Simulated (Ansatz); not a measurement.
The input, for Ansatz 0.2.0:

```yaml
crystal:
  periodic: [false, false, false]
  atoms:
    - {symbol: C, position_ang: [0.000000, 0.000000, -1.477467]}
    - {symbol: O, position_ang: [0.000000, 0.000000, -0.329767]}
    - {symbol: S, position_ang: [0.000000, 0.000000, 1.807233]}
basis:
  gaussian: {orbitals: cc-pVDZ}
magnetization: {spin_polarized: false}
correlation: {method: ccsd_t, electrons: outside_noble_gas}
```

```sh
$ ansatz run in.yaml --threads 1 --pin off --events-out ev --progress --plain --max-ram 2393MiB
```

(1) Roughly how long does this take on 1 thread of Arm Neoverse V1, shared host, and how much host memory?

```
456 factors; integrals over basis functions are off by at most 1.4e-3 eV
mean field evaluation 1: about -13880.2392 eV, gradient 2.1e1 eV
mean field evaluation 2: about -13880.2437 eV, gradient 2.1e1 eV
mean field evaluation 4: about -13882.2164 eV, gradient 4.7e0 eV
mean field evaluation 8: about -13882.2919 eV, gradient 3.0e-4 eV
mean field evaluation 16: about -13882.2853 eV, gradient 2.5e-1 eV
mean field evaluation 32: about -13879.5975 eV, gradient 2.1e0 eV
mean field -13882.29188242 eV, -510.1648169235 hartree, gradient 2.4e-6 eV, S^2 0.000000; 1 other end points of the search recorded, 0 dependent functions left out; unrestricted orbitals would lower it
determinant -13882.29188242 eV, -510.1648169235 hartree, with singles and doubles -13893.83788686 eV, -510.5891247605 hartree
determinant -13879.61360066 eV, -510.0663918841 hartree, with singles and doubles -13891.37489774 eV, -510.4986115797 hartree
7 core orbitals not correlated: weight in the atoms' cores, before any rotation towards them, 1.000 or more for the frozen orbitals, at most 0.000 for the correlated occupied ones
reference -13882.29188242 eV, -510.1648169235 hartree; 8, 8 occupied and 31, 31 virtual orbitals, 456 factors
second order -10.71351665 eV of doubles, -0.00000000 eV of singles
cycle   1  -11.54714654 eV  change   -1.1e-3 eV  update   2.9e-3
cycle   2  -11.54711950 eV  change    2.7e-5 eV  update   2.1e-3
cycle   3  -11.54689644 eV  change    2.2e-4 eV  update   1.6e-3
cycle   4  -11.54779207 eV  change   -9.0e-4 eV  update   5.8e-4
cycle   5  -11.54904035 eV  change   -1.2e-3 eV  update   1.8e-4
cycle   6  -11.54945295 eV  change   -4.1e-4 eV  update   5.0e-5
cycle   7  -11.54944475 eV  change    8.2e-6 eV  update   1.7e-5
cycle   8  -11.54943058 eV  change    1.4e-5 eV  update   8.9e-6
cycle   9  -11.54942507 eV  change    5.5e-6 eV  update   3.9e-6
perturbative correction -0.40708521 eV, -0.0149601055 hartree
Total energy: -13894.24839270 eV, -510.6042105719 hartree
```

Answers

(1) 1 s wall and 0.09 GiB.
